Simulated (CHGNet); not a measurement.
Chalcopyrite ZnGeP₂

Method: the machine-learned potential CHGNet 0.3.0 (trained on PBE and PBE+U data).

Cell (relaxed at this level):

```cif
data_Ge4P8Zn4
_chemical_formula_sum 'Zn4 Ge4 P8'
_space_group_name_H-M_alt 'I-42d'
_space_group_IT_number 122
_space_group_name_Hall 'I -4 2bw'
_cell_length_a 5.53471
_cell_length_b 5.53471
_cell_length_c 10.78798
_cell_angle_alpha 90.000
_cell_angle_beta 90.000
_cell_angle_gamma 90.000
loop_
_atom_site_label
_atom_site_type_symbol
_atom_site_symmetry_multiplicity
_atom_site_Wyckoff_symbol
_atom_site_fract_x
_atom_site_fract_y
_atom_site_fract_z
_atom_site_occupancy
Zn1 Zn 4 a 0.00000 0.00000 0.00000 1
Ge1 Ge 4 b 0.00000 0.00000 0.50000 1
P1 P 8 d 0.25273 0.25000 0.12500 1
```
(The calculation used a cell of 8 atoms; values per cell refer to that cell.)

```yaml
lattice_parameter_a: 5.535 Å
lattice_parameter_c: 10.788 Å
```

Measured, for comparison: lattice constant a 5.463 Å, lattice parameter c 10.74 Å (temperature not stated, no zero-point or thermal correction; as tabulated in Rashkeev et al. (1999), arXiv:cond-mat/9809378). Computed (rounded) less measured: lattice constant a +1.3 %, lattice parameter c +0.4 %.

A machine-learned potential is trained on density-functional data: it inherits that level's misses and adds fitting errors of its own.
